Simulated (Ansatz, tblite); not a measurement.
# The cluster Al₄H₄−: one state, many levels

An exercise on one series of results from a longer session: the logs are not shown, and one member is left open.

Method: as each input shows; program: Ansatz 0.2.0, Gaussian basis.

Levels to be run: GFN1-xTB, GFN2-xTB, PBE-D4/def2-TZVPD, r2SCAN-D4/def2-TZVPD, HSE06-D4/def2-TZVPD, PBE-QIDH/def2-TZVPD, revPBE-D4/def2-TZVPD, PBE-D4/def2-SVPD, PBE0-D4/def2-SVPD, HF/STO-3G, HF/6-31G, B3LYP-D4/6-31G, MP2/def2-TZVPD, RPA/def2-TZVPD.

4 further runs of the same task are left out: 2 that didn't finish, 2 set aside as unsound or not needed. Runs told in other sessions of the task aren't counted.

## The geometry

The geometry is that of the doublet, from an earlier relaxation (PBE-D4/def2-SVPD). At that level it is the lowest of the isomers that a small search found.

8 atoms, charge -1, spin multiplicity 2.

Bond lengths: Al1–Al2 2.899 Å, Al1–Al3 2.524 Å, Al1–Al4 2.637 Å, Al1–H7 1.625 Å, Al2–Al4 2.561 Å, Al3–Al4 2.572 Å, Al3–H5 1.634 Å, Al4–H6 1.774 Å, Al4–H8 1.774 Å. Angles: Al2–Al1–Al3 114.6°, Al2–Al1–Al4 54.9°, Al2–Al1–H7 110.3°, Al3–Al1–Al4 59.7°, Al3–Al1–H7 135.1°, Al4–Al1–H7 165.1°, Al1–Al2–Al4 57.3°, Al1–Al3–Al4 62.3°, Al1–Al3–H5 160.5°, Al4–Al3–H5 137.2°, Al1–Al4–Al2 67.8°, Al1–Al4–Al3 58.0°, Al1–Al4–H6 94.7°, Al1–Al4–H8 94.3°, Al2–Al4–Al3 125.8°, Al2–Al4–H6 46.9°, Al2–Al4–H8 46.9°, Al3–Al4–H6 134.4° and more.

The ion is computed in the gas phase, without counter-ions or solvent.

PBE0-D4/def2-TZVPD was run before; its log isn't repeated, and its numbers join the tables.

The first run:

Tight binding, by tblite at 300 K electronic temperature and without a spin-polarisation term:

```python
tblite.interface.Calculator('GFN1-xTB', numbers, positions, charge=-1, uhf=1).singlepoint()
```

Tight binding, by tblite at 300 K electronic temperature and without a spin-polarisation term:

```python
tblite.interface.Calculator('GFN2-xTB', numbers, positions, charge=-1, uhf=1).singlepoint()
```

start.molden holds the orbitals of an earlier run on this state, given as this run's starting guess.

in.yaml

```yaml
crystal:
  periodic: [false, false, false]
  atoms:
    - {symbol: Al, position_ang: [-0.405549, -1.301862, -0.285748]}
    - {symbol: Al, position_ang: [-2.130488, 0.999179, -0.653983]}
    - {symbol: Al, position_ang: [1.898299, -0.758616, 0.591230]}
    - {symbol: Al, position_ang: [0.266254, 1.195574, 0.227073]}
    - {symbol: H, position_ang: [3.426632, -0.958386, 1.134823]}
    - {symbol: H, position_ang: [-1.314024, 1.634285, 0.903516]}
    - {symbol: H, position_ang: [-1.182583, -2.662416, -0.717545]}
    - {symbol: H, position_ang: [-0.558531, 1.852234, -1.199357]}
basis:
  gaussian: {orbitals: def2-TZVPD, initial_orbitals: start.molden}
total_charge: -1
magnetization: {spin_polarized: true, initial_magnetization: 1}
hamiltonian: {xc: pbe, dispersion: d4}
scf: {omitted_lower_state_checks: [starts]}
output: {forces: true, orbitals: {seedname: orbitals}}
```

On the command line:

```sh
> ansatz run in.yaml --threads 4 --pin off --events-out ev --progress --plain --max-ram 4787MiB
```

Steps of the session up to this table: PBE-D4/def2-TZVPD; r2SCAN-D4/def2-TZVPD; HSE06-D4/def2-TZVPD; PBE-QIDH/def2-TZVPD; revPBE-D4/def2-TZVPD; PBE-D4/def2-SVPD; PBE0-D4/def2-SVPD; HF/STO-3G; HF/6-31G; B3LYP-D4/6-31G; MP2/def2-TZVPD; RPA/def2-TZVPD.

One of the session's tables, all rows but one given; the rest of the session is left out.

```
               level  LUMO (eV)  gap (eV)
           HF/STO-3G      13.62      8.34
            HF/6-31G       4.06      6.25
    PBE-D4/def2-SVPD          ?         ?
   PBE-D4/def2-TZVPD       0.58      0.86
revPBE-D4/def2-TZVPD       0.68      0.94
r2SCAN-D4/def2-TZVPD       0.84      1.37
      B3LYP-D4/6-31G       1.14      1.65
   PBE0-D4/def2-SVPD       1.29      2.24
  PBE0-D4/def2-TZVPD       1.30      2.26
 HSE06-D4/def2-TZVPD       0.93      1.52
```

Estimate the missing values for PBE-D4/def2-SVPD.

**Answer.** LUMO (eV): 0.59; gap (eV): 0.85. In the column «LUMO (eV)» it lies between PBE-D4/def2-TZVPD (0.58) and revPBE-D4/def2-TZVPD (0.68).

To keep in mind: The anion's highest level is positive in at least one run, so there the basis alone may hold the extra electron.
